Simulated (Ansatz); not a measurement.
The input, for Ansatz 0.2.0:

```yaml
crystal:
  periodic: [false, false, false]
  atoms:
    - {symbol: Na, position_ang: [0.000000, 0.000000, 0.000000]}
    - {symbol: Mg, position_ang: [0.000000, 0.000000, 3.241700]}
basis:
  gaussian: {orbitals: def2-SVPD}
magnetization: {spin_polarized: true, initial_magnetization: 3}
hamiltonian: {xc: hf}
accuracy: high
output: {forces: true, orbitals: {seedname: orbitals}}
```

```sh
$ ansatz run in.yaml --threads 1 --pin off --events-out ev --progress --plain --max-ram 2393MiB
```

Task: Roughly how long does this take on 1 thread of Arm Neoverse V2, shared host, and how much host memory?

Result: 0.96 s wall and 0.19 GiB.

```
617 factors; integrals over basis functions are off by at most 3.7e-9 eV
mean field evaluation 1: about -9829.7200 eV, gradient 3.0e0 eV
mean field evaluation 2: about -9829.9113 eV, gradient 3.1e0 eV
mean field evaluation 4: about -9830.4490 eV, gradient 6.6e-1 eV
mean field evaluation 8: about -9830.4953 eV, gradient 2.9e-2 eV
mean field evaluation 16: about -9830.4953 eV, gradient 4.3e-7 eV
mean field evaluation 32: about -9830.4904 eV, gradient 1.1e-1 eV
mean field evaluation 64: about -9830.2991 eV, gradient 8.8e-1 eV
mean field evaluation 96: about -9830.1065 eV, gradient 1.4e0 eV
mean field evaluation 128: about -9830.0254 eV, gradient 3.4e-1 eV
mean field evaluation 160: about -9829.5769 eV, gradient 2.8e-4 eV
mean field evaluation 192: about -9830.4953 eV, gradient 2.9e-5 eV
mean field -9830.49527213 eV, -361.2640379018 hartree, gradient 3.3e-8 eV, S^2 3.750058; 7 other end points of the search recorded, 0 dependent functions left out
the calculation of the forces begins
reference -9830.49527213 eV, -361.2640379018 hartree; 13, 10 occupied and 26, 29 virtual orbitals, 617 factors
Total energy: -9830.49527213 eV, -361.2640379018 hartree
Atom 0 at     0.000000     0.000000     0.000000 Å, force     0.000000    -0.000000    -0.221498 eV/Å
Atom 1 at     0.000000     0.000000     3.241700 Å, force    -0.000000     0.000000     0.221498 eV/Å
Dipole moment:    -0.000000     0.000000    -0.959584 e Å
```

Forces (eV/Å):
```
Na   0.000  0.000 -0.221
Mg   0.000  0.000  0.221
```
